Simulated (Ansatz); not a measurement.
**C2H6OS: small, medium and large basis sets**

The task here is to estimate one member of a computed series from the others.

Method: one geometry, several basis sets; program: Ansatz 0.2.0, Gaussian basis.

Plan: PBE0-D4/def2-SVP; ωB97M-V/def2-SVP; PBE0-D4/def2-QZVPP; ωB97M-V/def2-QZVPP; the functionals' def2-TZVPP values are taken from earlier runs.

## The relaxed structure

All runs share one geometry, relaxed beforehand with PBE0-D4 in a triple-zeta def2 set.

SMILES `COCS`, 10 atoms, charge 0, spin multiplicity 1.

Atoms are counted from 1 here; the program's logs count them from 0.

Bond lengths: C1–O2 1.405 Å, C1–H5 1.090 Å, C1–H6 1.099 Å, C1–H7 1.099 Å, O2–C3 1.397 Å, C3–S4 1.792 Å, C3–H8 1.098 Å, C3–H9 1.099 Å, S4–H10 1.342 Å. Angles: O2–C1–H5 107.3°, O2–C1–H6 111.5°, O2–C1–H7 111.6°, H5–C1–H6 109.0°, H5–C1–H7 109.0°, H6–C1–H7 108.4°, C1–O2–C3 111.6°, O2–C3–S4 111.3°, O2–C3–H8 110.9°, O2–C3–H9 111.3°, S4–C3–H8 109.9°, S4–C3–H9 105.3°, H8–C3–H9 107.9°, C3–S4–H10 96.4°.

Set-up of the first run:

in.yaml reads:

```yaml
crystal:
  periodic: [false, false, false]
  atoms:
    - {symbol: C, position_ang: [-1.057425, 0.917054, 0.463525]}
    - {symbol: O, position_ang: [-0.173563, 0.460350, -0.528639]}
    - {symbol: C, position_ang: [0.740482, -0.464619, -0.018115]}
    - {symbol: S, position_ang: [1.885115, -1.015273, -1.281986]}
    - {symbol: H, position_ang: [-1.740333, 1.620940, -0.011047]}
    - {symbol: H, position_ang: [-0.522532, 1.429711, 1.274740]}
    - {symbol: H, position_ang: [-1.638987, 0.092063, 0.897744]}
    - {symbol: H, position_ang: [0.221484, -1.327523, 0.418541]}
    - {symbol: H, position_ang: [1.368119, -0.015347, 0.764873]}
    - {symbol: H, position_ang: [1.000740, -1.748555, -1.976538]}
basis:
  gaussian: {orbitals: def2-SVP}
hamiltonian: {xc: pbe0, dispersion: d4}
output: {orbitals: {seedname: orbitals}}
```

Steps of the session up to this table: PBE0-D4 in def2-SVP; ωB97M-V in def2-SVP; PBE0-D4 in def2-QZVPP; ωB97M-V in def2-QZVPP.

One of the session's tables, all rows but one given; the rest of the session is left out.

It belongs to the step «Functionals by basis». 

| functional | basis | HOMO (eV) | LUMO (eV) |
| --- | --- | --- | --- |
| PBE0-D4 | def2-SVP | ? | ? |
| PBE0-D4 | def2-TZVPP | -7.11 | 0.49 |
| PBE0-D4 | def2-QZVPP | -7.15 | 0.19 |
| ωB97M-V | def2-SVP | -9.17 | 3.00 |
| ωB97M-V | def2-TZVPP | -9.37 | 2.24 |
| ωB97M-V | def2-QZVPP | -9.41 | 1.62 |

**Question.** Estimate the row for PBE0-D4, def2-SVP.

**Answer.** HOMO (eV): -6.94; LUMO (eV): 1.08. In the column «HOMO (eV)» it is the highest.
